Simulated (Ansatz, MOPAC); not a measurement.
Molecule: OF, charge 0, multiplicity 2. SMILES: [O]F

Atoms: O1, F2. Bonds: O1-F2.

Bond lengths (Å) and angles (degrees) optimised at AM1 with MOPAC; HF/STO-3G with Ansatz (an electronic-structure program); MP2/6-31G* with Ansatz, each started from the B3LYP-D3(BJ)/def2-TZVP structure (Ansatz) of the last column. A row stands for all coordinates that are equal there. 6-31G* holds six Cartesian d functions.

```tsv
coordinate	AM1	HF/STO-3G	MP2/6-31G*	B3LYP-D3(BJ)/def2-TZVP
O1-F2	1.250	1.337	1.344	1.349
```

Mean signed difference of all 1 bond lengths from B3LYP-D3(BJ)/def2-TZVP: AM1 -0.098 Å, HF/STO-3G -0.012 Å, MP2/6-31G* -0.005 Å.
